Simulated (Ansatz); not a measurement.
# CH₄N (quartet): wave-function methods side by side at distance C1–H5 along a hydrogen transfer = 1.333 Å, cc-pVDZ

How much of the correlation energy of CH₄N (quartet) does each wave-function method recover here?

The runs use Ansatz 0.2.0, Gaussian basis; cc-pVDZ, core rule «outside noble gas», up to 2 orbitals frozen.

To be run: UHF; CCSD(T) on ROHF; CCSD(T) on UHF; BCCD(T) on ROHF; CISD; CCSDT(Q) on ROHF; CCSDT(Q) on UHF; CASSCF and MRCISD+Q, 5 electrons in 5 orbitals; CASSCF and NEVPT2, 5 electrons in 5 orbitals.

5 further runs of the same task are left out: 3 that didn't finish, 2 set aside as unsound or not needed.

### 1 The system

The geometry derives from fragments relaxed apart (PBE0/def2-TZVP) and kept rigid, so it is no stationary point. A hydrogen atom is moved between rigid fragments.

6 atoms, charge 0, spin multiplicity 4.

Atoms are counted from 1 here; the program's logs count them from 0.

Bond lengths: C1–H2 1.090 Å, C1–H3 1.090 Å, C1–H4 1.090 Å, C1–H5 1.333 Å. Angles: H2–C1–H3 109.5°, H2–C1–H4 109.5°, H2–C1–H5 109.5°, H3–C1–H4 109.5°, H3–C1–H5 109.5°, H4–C1–H5 109.5°.

### 2 UHF

Input file in.yaml:

```yaml
crystal:
  periodic: [false, false, false]
  atoms:
    - {symbol: C, position_ang: [-1.265772, 0.000000, 0.000000]}
    - {symbol: H, position_ang: [-1.628978, 1.027301, 0.000000]}
    - {symbol: H, position_ang: [-1.628978, -0.513650, 0.889668]}
    - {symbol: H, position_ang: [-1.628978, -0.513650, -0.889669]}
    - {symbol: H, position_ang: [0.067228, 0.000000, 0.000000]}
    - {symbol: N, position_ang: [1.432228, 0.000000, 0.000000]}
basis:
  gaussian: {orbitals: cc-pVDZ}
magnetization: {spin_polarized: true, initial_magnetization: 3}
hamiltonian: {xc: hf}
output: {orbitals: {seedname: orbitals}}
```

Started as:

```
$ ansatz run in.yaml --threads 1 --pin off --events-out ev --progress --plain --max-ram 2393MiB
```

After this run come: CCSD(T) on ROHF; CCSD(T) on UHF; BCCD(T) on ROHF; CISD; CCSDT(Q) on ROHF; CCSDT(Q) on UHF; CASSCF and MRCISD+Q, 5 electrons in 5 orbitals; CASSCF and NEVPT2, 5 electrons in 5 orbitals.

Q: Predict the results of all the runs planned. Wanted: UCCSDT(Q) below the RHF energy; RMP2 from UCCSDT(Q); UMP2 from UCCSDT(Q); RCCSD from UCCSDT(Q); RCCSD(T) from UCCSDT(Q); UCCSD(T) from UCCSDT(Q); RCCSDT(Q) from UCCSDT(Q); NEVPT2 pair from UCCSDT(Q); MRCISD+Q pair from UCCSDT(Q).

**Answer**, as computed:

| quantity | value |
| --- | --- |
| UCCSDT(Q) below the RHF energy | -8.2667 eV |
| RMP2 from UCCSDT(Q) | +1334.2 meV |
| UMP2 from UCCSDT(Q) | +1319.3 meV |
| RCCSD from UCCSDT(Q) | +204.8 meV |
| RCCSD(T) from UCCSDT(Q) | +31.9 meV |
| UCCSD(T) from UCCSDT(Q) | +30.9 meV |
| RCCSDT(Q) from UCCSDT(Q) | +1.8 meV |
| NEVPT2 pair from UCCSDT(Q) | +1244.2 meV |
| MRCISD+Q pair from UCCSDT(Q) | +64.7 meV |
| levels within 1 kcal/mol (43 meV) | RCCSD(T), UCCSD(T), BCCD(T), RCCSDT, UCCSDT, RCCSDT(Q) |
| T1 diagnostic | 0.026 |

In words: RCCSD(T) lands +31.9 meV from the yardstick (0.4 % of the correlation energy). Of the multireference levels listed MRCISD+Q pair comes nearest in total energy (+64.7 meV), which doesn't show that its space is the better one. These misses are within one basis, not against nature; the frozen cores of restricted and unrestricted runs differ, which can shift their rows.
